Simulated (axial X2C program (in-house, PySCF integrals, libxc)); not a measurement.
Bond lengths and stretching modes, held linear, of AlNC⁺

Computed with an in-house all-electron X2C program for linear molecules (integrals from PySCF): two-component X2C with atomic mean-field Coulomb and Gaunt terms, Gaussian nuclei, basis Al dyall-v3z, N dyall-av3z, C dyall-v3z with contracted cores. Spin-free rows use the one-electron spin-free X2C Hamiltonian.

Masses Al 26.982, N 14.003, C 12.000 u. States: 2c Ω = 1/2 (beyond evenly filled blocks: ω = 1/2); spin-free M_S = 1/2, Λ = 0 (beyond evenly filled blocks: σα).

PBE, spin-free: energies above the lowest point

```
r(Al–N) (Å)  r(N–C) (Å)  E (meV)
     1.7111      1.1583   163.38
     1.7111      1.1880    92.13
     1.7111      1.2177   104.98
     1.7550      1.1583    91.08
     1.7550      1.1880    25.48
     1.7550      1.2177    43.58
     1.7550      1.2474   130.20
     1.7989      1.1583    59.87
     1.7989      1.1880     0.00
     1.7989      1.2177    23.51
     1.8427      1.1880     5.92
     1.8427      1.2474   131.70
```

Fit a quadratic surface with cubic terms in each bond: where is the minimum, and what are the two stretching wavenumbers?

At PBE, spin-free: bonds 1.809 and 1.193 Å; harmonic stretches 556.6 and 1959.3 cm⁻¹; force constants 2.43, 14.7 and coupling 0.66 mdyn/Å.

The other levels and Hamiltonians give:

| Hamiltonian | level | r(Al–N) (Å) | r(N–C) (Å) | lower stretch (cm⁻¹) | upper stretch (cm⁻¹) |
| --- | --- | --- | --- | --- | --- |
| 2c | PBE0 | 1.753 | 1.188 | 671.7 | 2044.3 |
| 2c | HF | 1.717 | 1.173 | 777.7 | 2196.8 |
| 2c | PBE | 1.809 | 1.193 | 556.8 | 1959.5 |
| 2c | MP2 | 1.748 | 1.200 | 717.4 | 2026.3 |
| spin-free | PBE0 | 1.753 | 1.188 | 671.5 | 2044.1 |
| spin-free | HF | 1.717 | 1.173 | 777.4 | 2196.5 |
| spin-free | MP2 | 1.748 | 1.200 | 717.2 | 2026.0 |

Each state is one determinant, the lowest of a limited PBE0 search; the stretches come from a fit to these few points and carry an uncertainty of a few per cent. Other orders of the atoms were not compared. The levels spread by more than a fifth, so the stretches depend strongly on the method. MP2 freezes inner shells (threshold -2 hartree). The molecule was held linear; bending was not examined, so a bent shape may lie lower.
